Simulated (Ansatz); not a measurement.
# A relaxation, step by step

BH2OF, singlet, PBE0-D4/def2-TZVP (Ansatz 0.2.0). Settings:

```yaml
hamiltonian: {xc: pbe0, dispersion: d4}
relax: {f_tol: 0.005, max_steps: 200}
```

Start, a step off a saddle point along its unstable mode:

```json
{"atom": "B1", "x (Å)": "-0.0890", "y (Å)": "0.2691", "z (Å)": "0.1294"}
{"atom": "H2", "x (Å)": "0.4440", "y (Å)": "0.2537", "z (Å)": "-0.9427"}
{"atom": "O3", "x (Å)": "-0.1571", "y (Å)": "-1.0183", "z (Å)": "0.5070"}
{"atom": "H4", "x (Å)": "0.2764", "y (Å)": "-0.9187", "z (Å)": "-0.3864"}
{"atom": "F5", "x (Å)": "-0.4744", "y (Å)": "1.4140", "z (Å)": "0.6927"}
```

| step | energy less the last (meV) | largest force component (eV/Å) |
| --- | --- | --- |
| 1 | 1579.7 | 3.718 |
| 2 | 966.3 | 2.653 |
| 3 | 451.3 | 2.514 |
| 4 | 156.0 | 2.726 |
| 5 | 11.8 | 0.645 |
| 6 (rejected trial) | 17.6 | 0.625 |
| 7 | 3.3 | 0.425 |
| 8 | 0.2 | 0.089 |
| 9 | 0.1 | 0.037 |
| 10 | 0.0 | 0.002 |

Step 3, positions (Å) and forces (eV/Å):

| atom | x | y | z | Fx | Fy | Fz |
| --- | --- | --- | --- | --- | --- | --- |
| B1 | -0.066 | 0.319 | 0.074 | -0.204 | 0.584 | 0.299 |
| H2 | 0.441 | 0.494 | -0.982 | 0.225 | 0.189 | -0.488 |
| O3 | -0.175 | -0.952 | 0.531 | 1.231 | 0.173 | -2.514 |
| H4 | 0.280 | -1.253 | -0.331 | -1.017 | -0.850 | 2.211 |
| F5 | -0.480 | 1.392 | 0.709 | -0.235 | -0.095 | 0.493 |

Step 4, positions (Å) and forces (eV/Å):

```tsv
atom	x	y	z	Fx	Fy	Fz
B1	-0.050	0.354	0.030	0.137	-0.016	-0.183
H2	0.461	0.621	-1.043	-0.173	-0.170	0.347
O3	-0.147	-0.935	0.471	-1.131	2.726	1.742
H4	0.234	-1.405	-0.210	1.251	-2.267	-2.098
F5	-0.498	1.365	0.751	-0.084	-0.273	0.192
```

Step 5, positions (Å) and forces (eV/Å):

| atom | x | y | z | Fx | Fy | Fz |
| --- | --- | --- | --- | --- | --- | --- |
| B1 | -0.030 | 0.388 | 0.006 | -0.170 | -0.403 | 0.089 |
| H2 | 0.461 | 0.668 | -1.061 | -0.055 | -0.030 | 0.236 |
| O3 | -0.149 | -0.891 | 0.458 | 0.360 | 0.257 | -0.645 |
| H4 | 0.232 | -1.510 | -0.184 | -0.221 | 0.210 | 0.391 |
| F5 | -0.514 | 1.345 | 0.780 | 0.086 | -0.035 | -0.071 |

Last step (10):

```xyz
5
angstrom
B -0.0350 0.3855 -0.0012
H 0.4593 0.6798 -1.0520
O -0.1381 -0.8812 0.4428
H 0.2242 -1.5263 -0.1677
F -0.5104 1.3421 0.7781
```

Hardware: 2 CPU threads of an Arm Neoverse V1, shared host. Wall time about 12 s.
